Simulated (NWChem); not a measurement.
# Two attempts at H3MgN (SMILES [NH2][MgH])

Wanted: a single-point energy of H3MgN, MN12-SX/x2c-SVPall (ZORA).

The calculation is run with NWChem 7.3.0.

## 1. The structure to begin with

H3MgN: 5 atoms, total charge 0, spin state singlet. As SMILES, `[NH2][MgH]`. Geometry: relaxed at PBE0-D4/def2-TZVP.

Bond lengths: N1–Mg2 1.888 Å, N1–H3 1.009 Å, N1–H4 1.009 Å, Mg2–H5 1.698 Å. Angles: N1–Mg2–H5 180.0°, Mg2–N1–H3 126.6°, Mg2–N1–H4 126.6°, H3–N1–H4 106.9°.

## 2. The input as first written

Input file nw.nw:

```
start nw
title "H3MgN energy"
memory 2200 mb

geometry units angstrom noautosym nocenter noautoz
  N    -0.186700   -0.836100    0.120700
  Mg    0.247800    0.979200   -0.164300
  H    -0.873300   -1.376600   -0.384500
  H     0.223400   -1.451800    0.807300
  H     0.638700    2.611700   -0.420500
end

basis spherical bse
  N library 4-31G
  Mg library 4-31G
  H library 4-31G
end

relativistic
  zora on
end

dft
  xc mn12-sx
  grid medium
  maxiter 75
  mulliken
  print low
end

task dft energy
```

Launch:

```sh
nwchem nw.nw > nw.out
```

Log:

```text
Northwest Computational Chemistry Package (NWChem) 7.3.0
             --------------------------------------------------------

           Job information
           ---------------

    nwchem branch   = 7.3.0
    use scalapack   = T
    input           = nw.nw
    prefix          = nw.
    data base       = ./nw.db
    status          = startup
    nproc           =        1

           Memory information
           ------------------

    heap     =     72089600 doubles =      550.0 Mbytes
    stack    =     72089597 doubles =      550.0 Mbytes
    global   =    144179200 doubles =     1100.0 Mbytes (distinct from heap & stack)
    total    =    288358397 doubles =     2200.0 Mbytes
    verify   = yes
    hardfail = no

           Directory information
           ---------------------

  0 permanent = .
  0 scratch   = .

                                NWChem Input Module
                                -------------------

                                   H3MgN energy
                                   ------------

 Scaling coordinates for geometry "geometry" by  1.889725989
 (inverse scale =  0.529177249)

                             Geometry "geometry" -> ""
                             -------------------------

 Output coordinates in angstroms (scale by  1.889725989 to convert to a.u.)

  No.       Tag          Charge          X              Y              Z
 ---- ---------------- ---------- -------------- -------------- --------------
    1 N                    7.0000    -0.18670000    -0.83610000     0.12070000
    2 Mg                  12.0000     0.24780000     0.97920000    -0.16430000
    3 H                    1.0000    -0.87330000    -1.37660000    -0.38450000
    4 H                    1.0000     0.22340000    -1.45180000     0.80730000
    5 H                    1.0000     0.63870000     2.61170000    -0.42050000

      Atomic Mass
      -----------

      N                 14.003070
      Mg                23.985040
      H                  1.007825

 Effective nuclear repulsion energy (a.u.)      41.0791538177

            Nuclear Dipole moment (a.u.)
            ----------------------------
        X                 Y               Z
 ---------------- ---------------- ----------------
     3.1284413741    10.7355333411    -2.1248079016

            XYZ format geometry
            -------------------
     5
 geometry
 N                    -0.18670000    -0.83610000     0.12070000
 Mg                    0.24780000     0.97920000    -0.16430000
 H                    -0.87330000    -1.37660000    -0.38450000
 H                     0.22340000    -1.45180000     0.80730000
 H                     0.63870000     2.61170000    -0.42050000

 ==============================================================================
                                internuclear distances
 ------------------------------------------------------------------------------
       center one      |      center two      | atomic units |  angstroms
 ------------------------------------------------------------------------------
    2 Mg               |   1 N                |     3.56820  |     1.88821
    3 H                |   1 N                |     1.90739  |     1.00935
    4 H                |   1 N                |     1.90730  |     1.00930
    5 H                |   2 Mg               |     3.20892  |     1.69809
 ------------------------------------------------------------------------------
                         number of included internuclear distances:          4
 ==============================================================================

 ==============================================================================
                                 internuclear angles
 ------------------------------------------------------------------------------
        center 1       |       center 2       |       center 3       |  degrees
 ------------------------------------------------------------------------------
    2 Mg               |   1 N                |   3 H                |   126.57
    2 Mg               |   1 N                |   4 H                |   126.56
    3 H                |   1 N                |   4 H                |   106.87
    1 N                |   2 Mg               |   5 H                |   179.99
 ------------------------------------------------------------------------------
                            number of included internuclear angles:          4
 ==============================================================================

  bas_tag_lib: failed to locate basis mg_4-31g in file <dir>
 ------------------------------------------------------------------------
 bas_tag_lib: no such basis available                   0
 ------------------------------------------------------------------------
 ------------------------------------------------------------------------
  current input line :
    15:   Mg library 4-31G
 ------------------------------------------------------------------------
 ------------------------------------------------------------------------
 There is an error in the input file
 ------------------------------------------------------------------------

0:bas_tag_lib: no such basis available:Received an Error in Communication
  Errorcode: -1
```

Run time: 0.58 s. Hardware: 1 thread of Intel Xeon Platinum 8488C (Sapphire Rapids), shared host; peak memory 0.068 GiB.

## 3. Reading the log

The program broke off before the end.

The log says `There is an error in the input file`. What is wrong: the program or basis doesn't cover what is asked for. To mend it: basis set x2c-SVPall in place of 4-31G.

## 4. Second attempt

Input file nw.nw:

```
start nw
title "H3MgN energy"
memory total 2200 mb

geometry noautosym nocenter noautoz
 N     -0.186700    -0.836100     0.120700
 Mg     0.247800     0.979200    -0.164300
 H     -0.873300    -1.376600    -0.384500
 H      0.223400    -1.451800     0.807300
 H      0.638700     2.611700    -0.420500
end

basis spherical
 N library x2c-SVPall
 Mg library x2c-SVPall
 H library x2c-SVPall
end

relativistic
 zora on
end

dft
 xc mn12-sx
 grid medium
 mulliken
 print medium
end

task dft energy
```

Launch:

```sh
nwchem nw.nw > nw.out
```

Log (excerpt; [...] marks lines left out):

```text
[...]
      One electron energy =     -438.049956913108
[... 1 line left out ...]
    Exchange-Corr. energy =      -24.498290389690
[... 8 lines left out ...]
                       DFT Final Molecular Orbital Analysis
[... 343 lines left out ...]
    Atom       Charge   Shell Charges
[...]
```

Wall time 5.1 s (1 thread of Intel Xeon Platinum 8488C (Sapphire Rapids), shared host); peak memory 0.1 GiB.

## 5. Results

Level: MN12-SX/x2c-SVPall (ZORA).

| quantity | value |
| --- | --- |
| total energy | -256.93138 Eh |
| dipole moment | 1.02 D |
| HOMO energy | -5.87 eV |
| LUMO energy | -1.51 eV |
| HOMO–LUMO gap | 4.36 eV |

Mulliken charges run from -0.71 on N1 to +0.65 on Mg2; they depend strongly on the basis.
